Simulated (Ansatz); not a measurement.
# How far each method lies from full CI for CN, quartet

Geometry: that of the CN, doublet, kept fixed. The doublet lies 6.1 eV lower here.

```xyz
2

N     0.0000    0.0000    0.0000
C     0.0000    0.0000    1.1601
```

Basis 6-31G; Ansatz 0.2.0. Correlated methods freeze the noble-gas cores, which leaves 9 electrons in 16 orbitals. R marks a restricted (for open shells ROHF) determinant, U an unrestricted one. Active spaces: valence = (9e, 8o) chosen from the atoms' valence shells.

Full CI is exact within this basis and frozen core; it isn't the basis-set limit. The frozen core follows each run's orbitals, which can shift R against U totals by a few meV.

Unrestricted rows (U) aren't spin-pure: their determinants' ⟨S²⟩ exceeds S(S+1) by up to 0.12, so they mix in states of higher spin. For open shells CISD and CISDTQ are restricted-active-space CI with the open shells as a complete middle space. The determinant fills πx and πy unequally, so it is a mixture of Σ and Δ, which weighs on every level built on one determinant.

The UHF ⟨S²⟩ is 3.869, the T1 diagnostic (RCCSD) is 0.0339 and the largest doubles amplitude (RCCSD) is 0.432. The T1 diagnostic (UCCSD) is 0.0472.

```tsv
level	E − E(full CI) (kJ/mol)	share of correlation (%)	wall time
RHF	446.2	0.00	–
UHF	427.9	4.12	–
RMP2	140.3	68.55	–
UMP2	151.6	66.04	–
CISD	65.4	85.34	0.87 s
RCCSD	50.7	88.63	–
UCCSD	49.6	88.89	–
RCCSD(T)	22.7	94.92	0.96 s
UCCSD(T)	22.0	95.06	0.99 s
BCCD(T)*	23.8	94.67	1.2 s
RCCSDT*	1.5	99.66	–
UCCSDT*	1.3	99.71	–
CISDTQ	1.2	99.73	7.5 s
RCCSDT(Q)*	-2.4	100.53	4.2 s
UCCSDT(Q)*	-2.6	100.58	3.7 s
RCCSDTQ*	0.1	99.98	37 s
UCCSDTQ*	0.0	100.00	59 s
CASSCF (valence space)	180.2	59.62	–
NEVPT2 (valence space)	45.4	89.82	1.5 s
MRCISD (valence space)	7.3	98.36	–
MRCISD+Q (valence space)	2.3	99.48	2.3 s
```

An asterisk marks runs whose energy the program itself flagged as in doubt.

The correlation energy at full CI, counted from RHF, is -4.625 eV. That run took 16 s on 1 thread of Arm Neoverse V1, shared host over 1,120,064 determinants.

Times hold each run's SCF and search for its determinant on a shared host, so for small cases they say little of a method's own cost; they ran on 1 thread of Arm Neoverse V1.

More than 5 meV below full CI, which no variational method can be: RCCSDT(Q), UCCSDT(Q).

The full-CI state has the irrep A1 of C2v, in the program's axes (one component, if the state is degenerate).

Natural occupations of full CI about the gap: 1.982 1.960 1.447 1.447 1.008 0.546 0.546 0.019 0.013 0.007; effectively unpaired electrons, Σ n²(2−n)², 3.55. No single determinant describes this state well, so single-reference rows can miss without a flag.
